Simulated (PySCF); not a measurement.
# C3H5F3: the cost of one run

The runs use PySCF 2.14.0, with density-fitted response routines of our own; the level of theory stands in each step. All values are computed, except where a source is named. Atoms count from 0, in the outputs and in this text.

## Step 1: The starting structure

11 atoms, charge 0, multiplicity 1; geometry from: MMFF94s. The atoms were then displaced at random by about 0.03 Å, so the start is not that level's minimum.

Bonds of the start (Å): C0–C1 1.42, C1–C2 1.48, C2–F3 1.35, C2–F4 1.40, C2–F5 1.39, C0–H6 1.12, C0–H7 1.18, C0–H8 1.11, C1–H9 1.12, C1–H10 1.07.

## Step 2: Relaxing the molecule at PBE0-D3(BJ)/def2-SVP

The job: settings as JSON, then the geometry in Å.

```
{"job": {"xc": "PBE0", "basis": "def2-SVP", "d3": "d3bj", "grid": 1, "shake": 0.03, "kind": "geom"}, "charge": 0, "multiplicity": 1}
C     -1.196230     0.157770     0.399570
C     -0.052100    -0.640270     0.110980
C      1.161730     0.195030    -0.047490
F      1.224520     1.082990    -1.055980
F      2.280880    -0.612070    -0.291900
F      1.464910     0.917290     1.096590
H     -1.112780     0.796210     1.316440
H     -1.380880     0.959400    -0.445030
H     -2.154690    -0.376780     0.540420
H      0.082620    -1.351810     0.965440
H     -0.219910    -1.213270    -0.773220
```

On the command line:

```
$ OMP_NUM_THREADS=1 python probes_run.py task.json out
```

One launch serves the whole session: the jobs run in the order shown.

Q: Estimate the wall time and peak memory of this first job on 1 thread of Arm Neoverse V2, shared host.

About 31 s, with a peak of 0.44 GiB.
